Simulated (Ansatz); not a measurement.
Reaction (SMILES): C=CF → C=[C]F + H atom
B3LYP-D3(BJ)/def2-TZVP geometries, fixed; electronic energies without zero-point terms.

Basis-set convergence of the bond dissociation energy at PBE0 with Ansatz (a program for electronic structure). Cartesian d functions, on some or all atoms, in 6-31G*, 6-31G**, 6-31+G*; all else is spherical. The program fits the integrals of some runs and decomposes those of others, by size. Open shells are unrestricted. No added dispersion term, no relativity. Functions are those of the species that has most. Reference: the value in aug-pcseg-3, 114.72 kcal/mol, itself unsure by roughly 0.02 kcal/mol (its mean distance from aug-cc-pVQZ, def2-QZVPPD, pcseg-3). Deviations are taken from unrounded values.

| basis | functions |
|---|---|
| STO-3G | 18 |
| 3-21G | 33 |
| 6-31G | 33 |
| 6-31G* | 51 |
| cc-pVDZ | 57 |
| 6-31G** | 60 |
| 6-31+G* | 63 |
| 6-311G** | 72 |
| 6-311+G** | 84 |
| 6-311++G(2d,2p) | 111 |
| cc-pVTZ | 132 |
| 6-311++G(3df,3pd) | 171 |
| cc-pVQZ | 255 |

Problem. Which is the smallest set listed that can be trusted to 2 kcal/mol here, that is, within that of the reference together with its larger relatives (same family, alike in diffuse functions; a set with none to test it counts only in the reference's own line)?

Solution. The smallest set listed that lies within 2 kcal/mol of the reference with all its larger relatives (same family, alike in diffuse functions; a set with none counts only in the reference's own line) is 3-21G (33 functions, 1.03 kcal/mol off). Value minus reference: STO-3G 15.84, 3-21G 1.03, 6-31G 2.28, 6-31G* -0.30, cc-pVDZ -1.08, 6-31G** 0.69, 6-31+G* 0.31, 6-311G** -0.22, 6-311+G** 0.23, 6-311++G(2d,2p) 0.44, cc-pVTZ -0.17, 6-311++G(3df,3pd) 0.07, cc-pVQZ -0.06 kcal/mol.
